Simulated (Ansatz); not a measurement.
Molecular dynamics of CH6Si

Input file:

```yaml
crystal:
  periodic: [false, false, false]
  atoms:
    - { symbol: Si, position_ang: [0.263312, 0.014503, -0.491926] }
    - { symbol: C, position_ang: [1.006953, -0.000627, 1.709169] }
    - { symbol: H, position_ang: [0.050979, -0.279863, 2.163839] }
    - { symbol: H, position_ang: [1.783249, -0.733149, 1.965774] }
    - { symbol: H, position_ang: [1.308342, 1.016668, 1.985237] }
    - { symbol: H, position_ang: [1.589441, -0.008233, 0.245589] }
    - { symbol: H, position_ang: [-0.558178, 1.20445, -0.111104] }
    - { symbol: H, position_ang: [-0.541497, -1.213749, -0.204478] }
basis:
  gaussian: { orbitals: def2-SVP }
hamiltonian:
  xc: b3lyp
  dispersion: d4
md:
  timestep: 0.5
  n_steps: 200
  ensemble: nve
  temperature: 100.0
  initial_velocities: maxwell_boltzmann
  seed: 3267
```

Run as:

```bash
$ ansatz run input.yaml --threads 1 --pin off --max-ram 2048MiB --backend cpu --events-out ev --progress --plain --runs-dir out
```

It starts at the highest image of a converged band. Of that band: Neighbouring images differ by up to 1.5 eV, so the band resolves the path poorly. A vibrational analysis at the climbing image gives one clearly imaginary mode, 1204i cm⁻¹: a first-order saddle point.

Output, in part (step lines, the closing report, with atoms numbered from 0):

```
md step     0: t =     0.00 fs  T =   100.0 K  F+E_penalty+E_count = -9007.01714424 eV  E_kin = 0.077556 eV  conserved = -9006.93958824 eV  (22 SCF iters)
md step     1: t =     0.50 fs  T =    99.2 K  F+E_penalty+E_count = -9007.01654171 eV  E_kin = 0.076965 eV  conserved = -9006.93957693 eV  (20 SCF iters)
md step     2: t =     1.00 fs  T =    96.4 K  F+E_penalty+E_count = -9007.01431499 eV  E_kin = 0.074768 eV  conserved = -9006.93954650 eV  (20 SCF iters)
md step     3: t =     1.50 fs  T =    92.1 K  F+E_penalty+E_count = -9007.01093651 eV  E_kin = 0.071431 eV  conserved = -9006.93950552 eV  (20 SCF iters)
md step     4: t =     2.00 fs  T =    87.1 K  F+E_penalty+E_count = -9007.00704408 eV  E_kin = 0.067578 eV  conserved = -9006.93946559 eV  (21 SCF iters)
md step     5: t =     2.50 fs  T =    82.3 K  F+E_penalty+E_count = -9007.00326052 eV  E_kin = 0.063823 eV  conserved = -9006.93943722 eV  (21 SCF iters)
md step     6: t =     3.00 fs  T =    78.1 K  F+E_penalty+E_count = -9007.00003100 eV  E_kin = 0.060605 eV  conserved = -9006.93942630 eV  (21 SCF iters)
md step     7: t =     3.50 fs  T =    74.9 K  F+E_penalty+E_count = -9006.99753555 eV  E_kin = 0.058105 eV  conserved = -9006.93943075 eV  (21 SCF iters)
[... lines left out ...]
Total energy: -9007.56855594 eV, -331.0220388817 hartree
Atom 0 at    -0.113581     0.006692    -1.209412 Å, force    -0.262707     0.174292     0.101119 eV/Å
Atom 1 at     1.773302     0.051035     3.042835 Å, force     2.761135    -0.802821     1.025232 eV/Å
Atom 2 at     2.037536     0.221933     2.019019 Å, force     0.628189     0.376494    -1.029612 eV/Å
Atom 3 at     1.166351    -0.832370     2.988727 Å, force    -0.875927    -0.595430     0.538578 eV/Å
Atom 4 at     1.306530     0.947582     3.407670 Å, force    -0.574695     0.411690     0.582662 eV/Å
Atom 5 at     2.761176    -0.206462     3.651689 Å, force    -1.952904     0.608823    -1.144343 eV/Å
Atom 6 at    -1.413910     0.781572    -0.855927 Å, force     0.261556    -0.097005    -0.068783 eV/Å
Atom 7 at    -0.855883    -1.324092    -1.067183 Å, force     0.015353    -0.076044    -0.004852 eV/Å
Dipole moment:    -0.035314    -0.017817    -0.008688 e Å
```

The steps, from the saved trajectory:

```
time (fs)  T (K)  potential energy less start (eV)  conserved less start (meV/atom)
        0    100                             0.000                             0.00
        3     78                             0.017                             0.02
        6     68                             0.025                             0.02
        9    122                            -0.017                             0.05
       12    382                            -0.219                             0.03
       15    536                            -0.340                            -0.29
       18    680                            -0.453                            -0.32
       21    710                            -0.473                             0.00
       24    684                            -0.452                             0.06
       27   1103                            -0.780                            -0.26
       30    850                            -0.579                             0.32
       33   1069                            -0.753                            -0.23
       36    852                            -0.582                             0.12
       39   1169                            -0.833                            -0.49
       42    988                            -0.690                            -0.13
       45    966                            -0.671                             0.00
       48    962                            -0.668                             0.00
       51    994                            -0.694                            -0.13
       54   1077                            -0.761                            -0.39
       57    839                            -0.572                             0.07
       60   1028                            -0.722                            -0.27
       63    786                            -0.530                             0.23
       66    966                            -0.673                            -0.13
       69    844                            -0.577                             0.03
       72    984                            -0.688                            -0.32
       75    915                            -0.634                            -0.25
       78    850                            -0.582                            -0.01
       81    928                            -0.643                            -0.09
       84    831                            -0.567                             0.05
       87    885                            -0.610                            -0.17
       90    849                            -0.582                            -0.09
       93    918                            -0.636                            -0.18
       96    892                            -0.616                            -0.14
       99    791                            -0.535                             0.06
```

The run went to its last step. The conserved energy stayed within 0.49 meV per atom of its start (net change -0.052 meV per atom), so the integration is sound. The kinetic energy rose, since the run started high on the potential surface and went downhill. It ends in pieces (CH4 + H2Si), so much of that is their flight and rotation, not heat. A run of 0.1 ps of so small a system gives no equilibrium averages. The orbitals stay closed-shell, which can raise the energy where a bond breaks towards radicals; this wasn't checked here.

Between its relaxed ends the band would form C2–H6 and break Si1–C2, Si1–H6. These pairs go: C2–H6 1.58 → 1.19 Å, Si1–C2 2.32 → 4.65 Å, Si1–H6 1.52 → 5.65 Å. In the last frame they stand as after the step (other bonds may differ from the relaxed reactants and products). It ends as CH4 + H2Si. Pairs count as bonded within 1.25 times the sum of covalent radii (0.12 Å more for H–H).

Last frame:

```xyz
8
Properties=species:S:1:pos:R:3
Si -0.114 0.007 -1.209
C 1.773 0.051 3.043
H 2.038 0.222 2.019
H 1.166 -0.832 2.989
H 1.306 0.948 3.408
H 2.761 -0.206 3.652
H -1.414 0.782 -0.856
H -0.856 -1.324 -1.067
```

Run time: 2.5 min on 1 thread of Intel(R) Xeon(R) 6975P-C (Granite Rapids) (shared host), peak memory 0.12 GiB.
